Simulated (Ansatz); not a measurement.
# A barrier at the coupled-cluster level

Start structure (Si2H6Cl, doublet), relaxed at PBE0-D4/def2-TZVP:

```json
{"atom": "H1", "x (Å)": "1.5395", "y (Å)": "-0.4660", "z (Å)": "-0.6351"}
{"atom": "Si2", "x (Å)": "0.7031", "y (Å)": "-1.4802", "z (Å)": "-1.3162"}
{"atom": "Cl3", "x (Å)": "-1.2530", "y (Å)": "-1.1898", "z (Å)": "-0.7521"}
{"atom": "Si4", "x (Å)": "-0.4603", "y (Å)": "1.6853", "z (Å)": "1.4388"}
{"atom": "H5", "x (Å)": "0.7910", "y (Å)": "-1.3275", "z (Å)": "-2.7863"}
{"atom": "H6", "x (Å)": "1.1062", "y (Å)": "-2.8463", "z (Å)": "-0.9117"}
{"atom": "H7", "x (Å)": "-1.4098", "y (Å)": "2.1732", "z (Å)": "0.4063"}
{"atom": "H8", "x (Å)": "-1.0761", "y (Å)": "0.6401", "z (Å)": "2.2955"}
{"atom": "H9", "x (Å)": "0.0591", "y (Å)": "2.8112", "z (Å)": "2.2607"}
```

The step: SiH₃Cl ([SiH3][Cl]) + SiH₃ → SiH₂Cl ([SiH2][Cl]) + SiH₄; bonds formed: H1–Si4; bonds broken: H1–Si2. Ansatz 0.2.0; basis: def2-TZVPP and def2-QZVPP; cores frozen in the correlated methods; orbitals are unrestricted. Extrapolation: Hartree–Fock as exp(−7.88 √X), correlation as X^−2.97. Energies below are by CCSD(T) at an estimated basis limit (MP2 extrapolated from triple and quadruple zeta, plus CCSD(T) − MP2 in triple zeta).

Q: What are the electronic barrier and the energy of the step, from the start structure to the end structure? (An estimate is asked for; the value comes from the calculation.)

A: By the calculation: Barrier 0.494 eV; step energy 0.006 eV (uphill); reverse barrier, their difference, 0.488 eV. Barrier and step energy count from the start structure, the reverse barrier from the end structure.

The saddle point: One imaginary mode of 1012i cm⁻¹.
```tsv
pair	start (Å)	saddle (Å)	end (Å)
H1–Si4	3.60	1.79	1.49
H1–Si2	1.48	1.75	3.41
```

Zero-point energy (harmonic, PBE0-D4): ZPE is 1.306 eV at the start and 1.203 eV at the saddle, so the barrier goes from 0.494 to 0.391 eV.

No T1 diagnostic of these runs exceeds 0.014. ⟨S²⟩ of the unrestricted Hartree–Fock references: 0.75 to 0.78 (a pure state has 0.75). The start structure is not quite a true minimum (one mode of 46i cm⁻¹). The end structure is not quite a true minimum (one mode of 51i cm⁻¹).

Radical steps of this kind take place in plasma deposition and etching.

Labels in which every atom is bracketed show which atoms are joined, not bond orders.

For scale, one of the runs: CCSD(T)/def2-TZVPP, 210 basis functions (an equivalent command: `ansatz run in.yaml --threads 4`). Time: 98 s of wall clock on 4 CPU threads; the host was shared. Peak host memory: 6.5 GiB.
